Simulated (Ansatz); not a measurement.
# BH₄F (built from SMILES B.F): search for a transition state

Computed with Ansatz 0.2.0, Gaussian basis. Level: PBE0-D4, def2-SVP first, then def2-TZVP.

## 1. The starting structure

The guess: 6 atoms, charge 0, spin multiplicity 1.

Atoms are counted from 1 here; the program's logs count them from 0.

Bond lengths: B1–H2 1.258 Å, B1–H3 1.175 Å, B1–H4 1.175 Å, B1–H5 1.354 Å. Angles: H2–B1–H3 111.9°, H2–B1–H4 112.0°, H2–B1–H5 52.6°, H3–B1–H4 118.2°, H3–B1–H5 120.6°, H4–B1–H5 120.3°.

Coordinates:

```xyz
6
charge 0, multiplicity 1
B    -0.2604    0.1109   -0.1897
H     0.4890    0.9890    0.3095
H    -0.1680    0.0703   -1.3604
H    -1.3363    0.1304    0.2820
H     0.8257   -0.0834    0.5944
F     0.4500   -1.2172    0.3642
```

Distances that are to change: B1–F6 1.60 Å, H2–H5 1.16 Å, B1–H2 1.26 Å, H5–F6 1.22 Å.

## 2. Constrained relaxation of the guess

The input, hold/in.yaml:

```yaml
crystal:
  periodic: [false, false, false]
  atoms:
    - {symbol: B, position_ang: [-0.260400, 0.110900, -0.189700]}
    - {symbol: H, position_ang: [0.489000, 0.989000, 0.309500]}
    - {symbol: H, position_ang: [-0.168000, 0.070300, -1.360400]}
    - {symbol: H, position_ang: [-1.336300, 0.130400, 0.282000]}
    - {symbol: H, position_ang: [0.825700, -0.083400, 0.594400]}
    - {symbol: F, position_ang: [0.450000, -1.217200, 0.364200]}
basis:
  gaussian: {orbitals: def2-SVP}
hamiltonian: {xc: pbe0, dispersion: d4}
relax: {f_tol: 0.04, max_steps: 150, escape_saddle: false, constraints: [{distance: [0, 5]}, {distance: [1, 4]}, {distance: [0, 1]}, {distance: [4, 5]}]}
```

Launch:

```console
$ ansatz run in.yaml --threads 2 --pin off --events-out ev --progress --plain --max-ram 4352MiB
```

**Question.** How long does this run take on 2 threads of Intel Xeon at 2.60GHz, shared host?

About 2.5 s.
